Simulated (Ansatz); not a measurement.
**CH4B− (SMILES B[CH2-]): one structure at several levels**

An exercise on one series of results from a longer session: the logs are not shown, and one member is left open.

Method: single points in def2-TZVPPD; program: Ansatz 0.2.0, Gaussian basis.

Correlated methods freeze the cores.

## Starting geometry

SMILES `B[CH2-]`, 6 atoms, charge -1, spin multiplicity 1.

Atoms are counted from 1 here; the program's logs count them from 0.

Bond lengths: B1–C2 1.511 Å, B1–H3 1.180 Å, B1–H4 1.206 Å, C2–H5 1.063 Å, C2–H6 1.096 Å. Angles: C2–B1–H3 119.3°, C2–B1–H4 118.7°, H3–B1–H4 122.0°, B1–C2–H5 126.8°, B1–C2–H6 126.5°, H5–C2–H6 106.7°.

Geometry (Å):

```xyz
6
CH4B
B     0.02100   -0.75220    0.03590
C    -0.01680    0.75630   -0.05130
H     1.01330   -1.32150   -0.25160
H    -0.94980   -1.33220    0.45610
H     0.77880    1.39730   -0.34440
H    -0.86960    1.40170    0.18910
```

The first run:

The input, run/in.yaml:

```yaml
crystal:
  periodic: [false, false, false]
  atoms:
    - {symbol: B, position_ang: [0.021000, -0.752200, 0.035900]}
    - {symbol: C, position_ang: [-0.016800, 0.756300, -0.051300]}
    - {symbol: H, position_ang: [1.013300, -1.321500, -0.251600]}
    - {symbol: H, position_ang: [-0.949800, -1.332200, 0.456100]}
    - {symbol: H, position_ang: [0.778800, 1.397300, -0.344400]}
    - {symbol: H, position_ang: [-0.869600, 1.401700, 0.189100]}
basis:
  gaussian: {orbitals: "def2-TZVPPD.json"}
total_charge: -1
correlation: {method: ccsd_t}
output: {forces: true}
```

The basis file named in the input lies beside it (Basis Set Exchange, JSON).

No record of the launch command was kept for these runs.

Among the steps run: CCSD(T)/def2-TZVPPD; PBE0-D4/def2-TZVPPD; wB97M-V/def2-TZVPPD; r2SCAN-D4/def2-TZVPPD; PBE-D4/def2-TZVPPD; HSE06-D4/def2-TZVPPD; B97M-V/def2-TZVPPD.

One table of the session follows, with a row left open; its other results are not shown here.

```
   method  RMS force component (eV/Å)  angle to CCSD(T) forces (°)
  CCSD(T)                       0.821                    reference
  PBE0-D4                           ?                            ?
  wB97M-V                       0.937                          7.4
r2SCAN-D4                       0.914                          5.0
   PBE-D4                       0.921                          5.9
 HSE06-D4                       0.939                          5.5
   B97M-V                       0.945                          8.4
```

**Question.** Estimate the row for PBE0-D4.

As computed: RMS force component (eV/Å): 0.942; angle to CCSD(T) forces (°): 5.6. In the column «RMS force component (eV/Å)» it lies between HSE06-D4 (0.939) and B97M-V (0.945).

Limits of these values: The anion's highest level is positive in at least one run, so there the basis alone may hold the extra electron.
